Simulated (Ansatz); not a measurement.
[AlH4]- (AlH4⁻), 5 atoms. Hardware: 4 threads of Arm Neoverse V1 on a shared host.

Correlated methods freeze 5 core orbitals.

Task: How many basis functions does each of these Ansatz runs have, and roughly what does it cost? PBE0-D4/def2-TZVPD, charge 0 doublet, energy, from earlier orbitals; r2SCAN-D4/def2-TZVPD, charge -1 triplet at the geometry of the charge -1 singlet, energy, from earlier orbitals; BLYP-D4/def2-TZVPD, charge -1 singlet, energy, from earlier orbitals; RPA@PBE/def2-TZVPD, charge -1 singlet, energy, from earlier orbitals; MP2/def2-TZVPD, charge -1 singlet, energy, from earlier orbitals; PBE-D4/def2-TZVPD, charge 0 doublet at the geometry of the charge -1 singlet, energy, from earlier orbitals; PBE0-D4/def2-TZVPD, charge -1 triplet at the geometry of the charge -1 singlet, energy; r2SCAN-D4/def2-TZVPD, charge 0 doublet at the geometry of the charge -1 singlet, energy, from earlier orbitals; CCSD(T)/def2-TZVPPD, charge -1 singlet, energy, from earlier orbitals; PBE0-D4/def2-SVPD, charge -1 singlet, energy, from earlier orbitals; r2SCAN-D4/def2-TZVPD, charge -1 singlet, relaxation, 3 steps; PBE-D4/def2-TZVPD, charge 0 doublet, energy, from earlier orbitals.

Result: Other jobs shared the machine, so times can vary by a factor of up to 3. A dash marks memory too small to be measured apart from the calling script's.

```json
{"run": "MP2/def2-TZVPD, charge -1 singlet, energy, from earlier orbitals", "functions": "79", "fitting or Cholesky vectors": "580", "wall time": "0.2 s", "peak host memory (GiB)": "–"}
{"run": "PBE0-D4/def2-SVPD, charge -1 singlet, energy, from earlier orbitals", "functions": "56", "fitting or Cholesky vectors": "501", "wall time": "0.25 s", "peak host memory (GiB)": "–"}
{"run": "BLYP-D4/def2-TZVPD, charge -1 singlet, energy, from earlier orbitals", "functions": "79", "fitting or Cholesky vectors": "468", "wall time": "0.4 s", "peak host memory (GiB)": "–"}
{"run": "RPA@PBE/def2-TZVPD, charge -1 singlet, energy, from earlier orbitals", "functions": "79", "fitting or Cholesky vectors": "580", "wall time": "0.5 s", "peak host memory (GiB)": "–"}
{"run": "PBE-D4/def2-TZVPD, charge 0 doublet, energy, from earlier orbitals", "functions": "79", "fitting or Cholesky vectors": "468", "wall time": "0.5 s", "peak host memory (GiB)": "–"}
{"run": "PBE0-D4/def2-TZVPD, charge 0 doublet, energy, from earlier orbitals", "functions": "79", "fitting or Cholesky vectors": "498", "wall time": "0.55 s", "peak host memory (GiB)": "–"}
{"run": "PBE-D4/def2-TZVPD, charge 0 doublet at the geometry of the charge -1 singlet, energy, from earlier orbitals", "functions": "79", "fitting or Cholesky vectors": "468", "wall time": "0.6 s", "peak host memory (GiB)": "–"}
{"run": "CCSD(T)/def2-TZVPPD, charge -1 singlet, energy, from earlier orbitals", "functions": "116", "fitting or Cholesky vectors": "621", "wall time": "1.1 s", "peak host memory (GiB)": "–"}
{"run": "r2SCAN-D4/def2-TZVPD, charge 0 doublet at the geometry of the charge -1 singlet, energy, from earlier orbitals", "functions": "79", "fitting or Cholesky vectors": "468", "wall time": "1.3 s", "peak host memory (GiB)": "–"}
{"run": "PBE0-D4/def2-TZVPD, charge -1 triplet at the geometry of the charge -1 singlet, energy", "functions": "79", "fitting or Cholesky vectors": "498", "wall time": "1.4 s", "peak host memory (GiB)": "–"}
{"run": "r2SCAN-D4/def2-TZVPD, charge -1 singlet, relaxation, 3 steps", "functions": "79", "fitting or Cholesky vectors": "468", "wall time": "2.3 s", "peak host memory (GiB)": "–"}
{"run": "r2SCAN-D4/def2-TZVPD, charge -1 triplet at the geometry of the charge -1 singlet, energy, from earlier orbitals", "functions": "79", "fitting or Cholesky vectors": "468", "wall time": "2.5 s", "peak host memory (GiB)": "–"}
```
